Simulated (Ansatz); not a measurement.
# CH4AlO: the cost of one run

Computed with the Python package of Ansatz 0.2.0. The levels of theory stand in the script.

**1. The system**

Bond lengths: C1–Al2 1.931 Å, Al2–O3 1.816 Å, C1–H4 1.063 Å, C1–H5 1.164 Å, C1–H6 1.122 Å, O3–H7 1.020 Å. Angles: C1–Al2–O3 118.2°, Al2–C1–H4 110.2°, Al2–C1–H5 110.4°, Al2–C1–H6 112.8°, H4–C1–H5 106.1°, H4–C1–H6 111.8°, H5–C1–H6 105.2°, Al2–O3–H7 105.2°.

The script holds or builds the structure itself.

**2. The code**

Contents of run_composite.py:

```python
"""Relax CH4AlO cheaply, then refine its energy."""

import ansatz as az
import numpy as np

BASIS = "def2-SVP"
XC = "r2scan"

system = (
    az.Crystal.molecule()
    .atom("C", (-0.8306, 0.4988, -0.3661))
    .atom("Al", (1.0565, 0.0891, -0.3787))
    .atom("O", (1.6125, -1.4249, 0.4553))
    .atom("H", (-1.3745, -0.2629, -0.8696))
    .atom("H", (-1.0366, 1.4827, -0.9524))
    .atom("H", (-1.2298, 0.6815, 0.6662))
    .atom("H", (1.8638, -1.1323, 1.3996))
)

job = (
    system.calculation()
    .basis(gaussian=BASIS)
    .functional(XC)
    .spin("collinear", total=1)
)
symbols = [site.symbol for site in system.cartesian_sites]
start = np.array([site.position_ang for site in system.cartesian_sites], dtype=float)
summary = job.relax(force_tolerance=0.01, max_steps=100).run(threads=1).report
end = np.array(summary["positions_ang"])
print("final positions (A) and the move of each atom")
for symbol, xyz, old in zip(symbols, end, start):
    print(f"{symbol:2s} {xyz[0]:10.5f} {xyz[1]:10.5f} {xyz[2]:10.5f}   {np.linalg.norm(xyz - old):7.4f}")

minimum = az.Crystal.molecule()
for symbol, place in zip(symbols, end):
    minimum = minimum.atom(symbol, place.tolist())
at_minimum = minimum.calculation().spin("collinear", total=1)
# MP2 extrapolated to the basis limit, plus the small-basis difference CCSD(T) - MP2
level = lambda method, basis: at_minimum.basis(gaussian=basis).correlation(method).run(threads=1).report
small, large, cluster = level("mp2", "cc-pVDZ"), level("mp2", "cc-pVTZ"), level("ccsd_t", "cc-pVDZ")
corr = lambda each: (each["free_energy_ev"] - each["reference_energy_ev"]) / 27.211386246
mp2_limit = (27 * corr(large) - 8 * corr(small)) / 19
pieces = {"HF / cc-pVTZ": large["reference_energy_ev"] / 27.211386246, "MP2 correlation, DZ-TZ limit": mp2_limit, "CCSD(T) - MP2 / cc-pVDZ": corr(cluster) - corr(small)}
for name, value in pieces.items():
    print(f"{name:32s} {value:14.6f} Ha")
print(f"{'sum':32s} {sum(pieces.values()):14.6f} Ha")
print("T1 diagnostic", round(cluster["correlation"]["coupled_cluster"]["t1_diagnostic"], 4))
```

**3. The input behind the calls**

The engine receives this input (first run):

```yaml
crystal:
  periodic: [false, false, false]
  atoms:
    - { symbol: C, position_ang: [-0.8306, 0.4988, -0.3661] }
    - { symbol: Al, position_ang: [1.0565, 0.0891, -0.3787] }
    - { symbol: O, position_ang: [1.6125, -1.4249, 0.4553] }
    - { symbol: H, position_ang: [-1.3745, -0.2629, -0.8696] }
    - { symbol: H, position_ang: [-1.0366, 1.4827, -0.9524] }
    - { symbol: H, position_ang: [-1.2298, 0.6815, 0.6662] }
    - { symbol: H, position_ang: [1.8638, -1.1323, 1.3996] }
basis:
  gaussian:
    orbitals: def2-SVP
hamiltonian:
  xc: r2scan
magnetization:
  spin_polarized: true
  initial_magnetization: 1.0
relax:
  f_tol: 0.01
  max_steps: 100
```

**4. Launch**

Started as:

```
> python run_composite.py
```

Q: Estimate wall time and peak memory on 1 thread of AMD EPYC 7B13 (Zen 3), shared host.

About 1.8 min, with a peak of 0.37 GiB.
